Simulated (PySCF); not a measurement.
Compound: (SiH3)2PH, H7PSi2.
Numbering: `[SiH3:1][PH:2][SiH3:3]` (hydrogens: H4, H5, H6 on Si1; H7 on P2; H8, H9, H10 on Si3)

Cartesian coordinates in Å at the GFN2-xTB level; atoms count from 1:
```xyz
10
H7PSi2 angstrom
Si    -1.749   -0.067   -0.079
P      0.069    1.120   -0.586
Si     1.732   -0.269   -0.063
H     -1.942   -1.025   -1.166
H     -2.861    0.878   -0.002
H     -1.637   -0.788    1.193
H      0.106    1.827    0.597
H      1.824   -1.241   -1.150
H      1.524   -0.974    1.206
H      2.943    0.544    0.027
```

The calculation used PySCF 2.14.0, density-fitted response routines, TDDFT B3LYP/def2-SVPD, vertical, gas phase, core orbitals frozen in the response.

Ground-to-excited transition dipoles (e·a0, same axes as the geometry; the sign carries no meaning), for the states with f of 0.002 or more among the lowest 7:

```json
{"state": "S1", "E (eV)": "5.846", "μx": "0.009", "μy": "0.177", "μz": "0.023"}
{"state": "S2", "E (eV)": "5.914", "μx": "-0.026", "μy": "-0.427", "μz": "0.385"}
{"state": "S3", "E (eV)": "6.294", "μx": "-0.760", "μy": "0.043", "μz": "-0.003"}
{"state": "S4", "E (eV)": "6.422", "μx": "-0.029", "μy": "-0.454", "μz": "0.082"}
{"state": "S5", "E (eV)": "6.651", "μx": "-0.251", "μy": "0.018", "μz": "-0.002"}
{"state": "S6", "E (eV)": "7.124", "μx": "-0.010", "μy": "-0.160", "μz": "0.174"}
{"state": "S7", "E (eV)": "7.391", "μx": "0.016", "μy": "0.203", "μz": "-0.258"}
```

Q: Work out the oscillator strengths.

A: f = (2/3) ΔE |μ|² with ΔE in hartree (27.2114 eV).

```json
{"state": "S1", "|μ|² (au)": "0.032", "|μ| (D)": "0.45", "f": "0.005"}
{"state": "S2", "|μ|² (au)": "0.331", "|μ| (D)": "1.46", "f": "0.048"}
{"state": "S3", "|μ|² (au)": "0.580", "|μ| (D)": "1.94", "f": "0.089"}
{"state": "S4", "|μ|² (au)": "0.214", "|μ| (D)": "1.17", "f": "0.034"}
{"state": "S5", "|μ|² (au)": "0.063", "|μ| (D)": "0.64", "f": "0.010"}
{"state": "S6", "|μ|² (au)": "0.056", "|μ| (D)": "0.60", "f": "0.010"}
{"state": "S7", "|μ|² (au)": "0.108", "|μ| (D)": "0.83", "f": "0.020"}
```

Q: What is the point group, and which symmetry does each of these states have?

A: Cs. From a totally symmetric ground state, an allowed state transforms like the component of the dipole operator along its μ. Polarised normal to the mirror plane, so A″: S3 and S5. Polarised in the mirror plane, so A′: S1, S2, S4, S6 and S7.

Q: What angle do the transition dipoles of S3 and S7 make?

A: |cos θ| = |μa·μb| / (|μa| |μb|) = 0.01, so θ ≈ 89° (taken between 0 and 90°, since the signs are arbitrary).

Q: How is the summed strength of these states shared among x, y and z?

A: (2/3) Σ ΔE μα² gives 0.100 for x, 0.076 for y and 0.040 for z, 0.215 in all.

Q: What peak molar absorption coefficient would the strongest computed level give as a lone Gaussian band 0.5 eV wide at half height?

A: ε(max) = 2.175×10⁸ f / FWHM, with the width in cm⁻¹. S3: 2.175×10⁸ × 0.0894 / 4033 ≈ 4800 L mol⁻¹ cm⁻¹.
